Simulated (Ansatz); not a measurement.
Energy needed to pull apart CH₃N, singlet, into free ground-state atoms, from the structure below (displaced at random from a GFN2-xTB minimum); no zero-point or spin–orbit terms; open-shell atoms are treated unrestricted, in their ground-state multiplicity.

```xyz
5
angstrom
C -0.0780 -0.3671 0.1004
N 0.5665 0.4864 -0.2137
H -1.2605 -0.3321 0.4070
H 0.4696 -1.6056 -0.0102
H 0.1584 1.4487 -0.1016
```

Program: Ansatz 0.2.0. Basis: def2-TZVPP. Cores are frozen in the correlated methods. B3LYP uses VWN-RPA correlation.

```json
{"method": "PBE-D4", "atomization energy (kcal/mol)": "?"}
{"method": "r2SCAN-D4", "atomization energy (kcal/mol)": "393.4"}
{"method": "PBE0-D4", "atomization energy (kcal/mol)": "?"}
{"method": "B3LYP-D4", "atomization energy (kcal/mol)": "399.9"}
{"method": "wB97X-V", "atomization energy (kcal/mol)": "394.9"}
{"method": "wB97M-V", "atomization energy (kcal/mol)": "396.9"}
{"method": "HF", "atomization energy (kcal/mol)": "253.5"}
{"method": "MP2", "atomization energy (kcal/mol)": "382.0"}
{"method": "CCSD", "atomization energy (kcal/mol)": "371.3"}
{"method": "CCSD(T)", "atomization energy (kcal/mol)": "378.5"}
```

Q: What does PBE-D4 give? (An estimate is asked for; the value comes from the calculation.)

A: Computed: 410.4 kcal/mol, which is about 31.9 kcal/mol more than CCSD(T)/def2-TZVPP.

Q: What does PBE0-D4 give? (Judge from chemistry; the value comes from the calculation.)

A: The calculation gives: 396.3 kcal/mol, which is about 17.8 kcal/mol more than CCSD(T)/def2-TZVPP.

In triple zeta the MP2 and coupled-cluster atomization energies are still short of their basis limit by a few kcal/mol a bond, whereas those of the functionals are nearly converged, so these differences are not deviations from converged CCSD(T).

T1 diagnostic: at most 0.011.

For scale, one of the runs: CCSD(T)/def2-TZVPP forces, 104 basis functions (an equivalent command: `ansatz run in.yaml --threads 4`). The run took 4.3 s on 4 CPU threads (shared host), with 0.6 GiB of host memory at its peak.
